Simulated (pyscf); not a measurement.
Elementary routes open to HCl (SMILES Cl) + H₂N–Si:–Cl (SMILES N[Si]Cl) [singlet] in the gas phase (singlet surface):
A. H₂N–SiH(Cl)–Cl (SMILES N[SiH](Cl)Cl) (Cl–H broken; Cl–Si, H–Si formed)
B. Cl–Si:–Cl (SMILES Cl[Si]Cl) [singlet] + NH₃ (SMILES N) (Cl–H, N–Si broken; Cl–Si, H–N formed)

Single points on ωB97X-D3(BJ)/def2-SVP structures (PySCF, gas phase). Correlated levels are frozen-core, on RHF or UHF. ΔMP2 is the change of the MP2 total energy from the triple- to the quadruple-zeta basis.

Rank the routes by free-energy barrier at 1200 K, lowest first, for CCSD(T)/def2-TZVPP + ΔMP2(QZVPP) energies (ideal gas, 1 atm, RRHO with modes under 100 cm⁻¹ raised to 100, one conformer, R ln 2 for chiral ones without a mode under 150 cm⁻¹).

B (47.7 kcal/mol), A (53.1 kcal/mol)

Route B is the fastest of these, ahead of the next by 5.4 kcal/mol. The most stable products are those of A (ΔG = -12.9 kcal/mol), whose barrier is 5.4 kcal/mol higher: the kinetic and the thermodynamic product differ. At 298 K B is still the fastest. B: On the product side the descent ends in an adduct with a N–Si contact, 26.0 kcal/mol under the separated species and 33.8 kcal/mol under the saddle at ωB97X-D3(BJ)/def2-TZVP. Only these routes are compared; each barrier is that of the saddle found, and lower ones may exist. The CCSD(T) − MP2 part came from Ansatz, without density fitting, on the same reference.
